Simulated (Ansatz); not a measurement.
Sb2Se3 (Pnma, No. 62) was calculated with r²SCAN+rVV10 (Ansatz, a quantum-chemistry and plane-wave program, plane waves, PAW).

Numerical settings: plane-wave cutoff 560 eV, 4×8×4 k mesh (along the axes of the cell as run), Fermi–Dirac smearing 0.01 eV, scalar-relativistic PAW data made under PBE.

Cell (relaxed at this level):

```
CELL_PARAMETERS angstrom
     12.00771     0.00000     0.00000
      0.00000     3.98919     0.00000
      0.00000     0.00000    11.60618
ATOMIC_POSITIONS crystal
  Sb 0.14481 0.75000 0.03855
  Sb 0.85519 0.25000 0.96145
  Sb 0.35519 0.25000 0.53855
  Sb 0.64481 0.75000 0.46145
  Sb 0.03030 0.25000 0.32905
  Sb 0.96970 0.75000 0.67095
  Sb 0.46970 0.75000 0.82905
  Sb 0.53030 0.25000 0.17095
  Se 0.94692 0.75000 0.12859
  Se 0.05308 0.25000 0.87141
  Se 0.55308 0.25000 0.62859
  Se 0.44692 0.75000 0.37141
  Se 0.21037 0.25000 0.19400
  Se 0.78963 0.75000 0.80600
  Se 0.28963 0.75000 0.69400
  Se 0.71037 0.25000 0.30600
  Se 0.62795 0.75000 0.05427
  Se 0.37205 0.25000 0.94573
  Se 0.87205 0.25000 0.55427
  Se 0.12795 0.75000 0.44573
```

Q: Predict the band gap, smallest direct gap on the k points sampled and direct gap at Γ.

A: 
* **band gap**: 1.11 eV
* **smallest direct gap on the k points sampled**: 1.14 eV
* **direct gap at Γ**: 1.40 eV

Spin–orbit coupling is not included; with these elements it can move the gap by several tenths of an eV or more.

Static lattice: no zero-point or thermal effects.
